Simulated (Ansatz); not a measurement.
**AlSiH (triplet): RPA-PBE over a scan of the angle Si1–Al2–H3, 6-31G**

Aim: run AlSiH (triplet) with these functionals over a scan of the angle Si1–Al2–H3, and hold them against the top wave-function level at the same points.

Program: Ansatz 0.2.0, Gaussian basis. Level of theory: 6-31G, all electrons in the functionals, frozen cores in the correlation of double hybrids and RPA. These are calculated values, not measurements.

The runs, in order: RPA-PBE, at 68.6°; 90.0°; 103.4°; 123.0°; 137.7°; 161.8°; 180.0°.

## 1. The system

The geometry derives from a PBE0/def2-TZVP stationary point (not a proven minimum). One angle is set to the value named; bond lengths are kept.

3 atoms, charge 0, spin multiplicity 3.

Atoms are counted from 1 here; the program's logs count them from 0.

Bond lengths: Si1–Al2 2.333 Å, Al2–H3 1.599 Å. Angles: Si1–Al2–H3 180.0°.

As a file:

```xyz
3
AlHSi
Si    0.00000    0.00000    2.08860
Al    0.00000    0.00000   -0.24487
H     0.00000    0.00000   -1.84373
```

No dispersion term is added.

The geometry shown and the zero of energy belong to the point 180.0°. The yardstick, FCI, and other wave-function levels (R restricted, U unrestricted, valence and pair active spaces) come from earlier runs.

## 2. RPA-PBE, 68.6°

Contents of in.yaml:

```yaml
crystal:
  periodic: [false, false, false]
  atoms:
    - {symbol: Si, position_ang: [0.938445, 0.000000, 0.672554]}
    - {symbol: Al, position_ang: [-0.989229, 0.000000, -0.642415]}
    - {symbol: H, position_ang: [0.331592, 0.000000, -1.543418]}
basis:
  gaussian: {orbitals: 6-31G}
magnetization: {spin_polarized: true, initial_magnetization: 2}
hamiltonian: {xc: {name: PBE}}
correlation: {method: rpa, electrons: outside_noble_gas}
```

Command:

```console
$ ansatz run in.yaml --threads 1 --pin off --events-out ev --progress --plain --max-ram 2393MiB
```

Further steps of the session: RPA-PBE, 90.0°; RPA-PBE, 103.4°; RPA-PBE, 123.0°; RPA-PBE, 137.7°; RPA-PBE, 161.8°; RPA-PBE, 180.0°.

**Question.** What will the summary of the whole plan be? Wanted: span of the FCI curve; largest miss, RPA-PBE.

**Answer**, as computed:

| quantity | value |
| --- | --- |
| span of the FCI curve | 0.535 eV |
| largest miss, RPA-PBE | +0.071 eV (103.4°) |

**Reading.** RPA-PBE strays by up to 0.071 eV, at 103.4°. Functionals and the yardstick converge differently with the basis, so part of each miss in 6-31G is the basis.
